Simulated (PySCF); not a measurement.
**Isomers of C3H6Cl2: computed energies against enthalpies of formation**

**Measured values to compare with.**

From CRC Handbook of Chemistry and Physics, for the gas at 298.15 K: enthalpy of formation of `CC(C)(Cl)Cl` -173.2 kJ/mol; enthalpy of formation of `ClCCCCl` (1,3-dichloropropane) -159.2 kJ/mol.

The results are set against them at the end.

Differences of these values give the isomerisation enthalpies. Geometries: PBE0-D3(BJ)/def2-TZVP; runs in PySCF, gas phase, with a dispersion term only where the level names one. Total electronic energies (Eh):

| SMILES | PBE0-D3(BJ)/def2-TZVP | PBE0/pcSseg-2 | CAM-B3LYP/aug-cc-pVTZ | PBE0/aug-cc-pVTZ |
| --- | --- | --- | --- | --- |
| CC(C)(Cl)Cl | -1037.97206 | -1037.98219 | -1038.38092 | -1037.97699 |
| ClCCCCl | -1037.97053 | -1037.98148 | -1038.38042 | -1037.97622 |

Geometry of `CC(C)(Cl)Cl` (Å):
```
atom  x, y, z in Å
C1     1.0619    0.1256   -0.7445
C2    -0.2550    0.4454   -0.0787
C3    -0.7563   -0.6552    0.8251
Cl4   -0.0634    1.9435    0.8890
Cl5   -1.4839    0.7520   -1.3496
H6     0.9534   -0.7766   -1.3490
H7     1.3785    0.9466   -1.3859
H8     1.8232   -0.0431    0.0193
H9    -0.8943   -1.5685    0.2435
H10   -1.7053   -0.3772    1.2807
H11   -0.0237   -0.8400    1.6129
```

Geometry of `ClCCCCl` (Å):
```
atom  x, y, z in Å
Cl1    2.0152    0.0934    1.2086
C2     1.0897    0.6349   -0.2209
C3    -0.0111   -0.3364   -0.5767
C4    -1.0796   -0.4877    0.4803
Cl5   -1.9672    1.0396    0.7487
H6     1.8058    0.7295   -1.0351
H7     0.6882    1.6177    0.0214
H8     0.4214   -1.3248   -0.7634
H9    -0.4695    0.0009   -1.5122
H10   -0.6503   -0.7720    1.4399
H11   -1.8203   -1.2283    0.1843
```

Zero-point and thermal terms are left out, so the computed numbers are electronic energies.

## Comparison

Relative to `CC(C)(Cl)Cl`, the lowest by measurement, in kJ/mol (measured: enthalpies at 298.15 K; computed: electronic energies):

| SMILES | measured | PBE0-D3(BJ)/def2-TZVP | PBE0/pcSseg-2 | CAM-B3LYP/aug-cc-pVTZ | PBE0/aug-cc-pVTZ |
| --- | --- | --- | --- | --- | --- |
| CC(C)(Cl)Cl | 0.0 | 0.0 | 0.0 | 0.0 | 0.0 |
| ClCCCCl | 14.0 | 4.0 | 1.9 | 1.3 | 2.0 |

Measured values: -173.2 kJ/mol (298.15 K; CRC Handbook of Chemistry and Physics) for the first row; the others come from the same table. Unsigned miss: PBE0-D3(BJ)/def2-TZVP 10.0, PBE0/aug-cc-pVTZ 12.0, PBE0/pcSseg-2 12.1, CAM-B3LYP/aug-cc-pVTZ 12.7 kJ/mol. One conformer stands for `ClCCCCl`, not necessarily the lowest, while the measurement averages over conformers. Where a level misses, the cause wasn't examined.
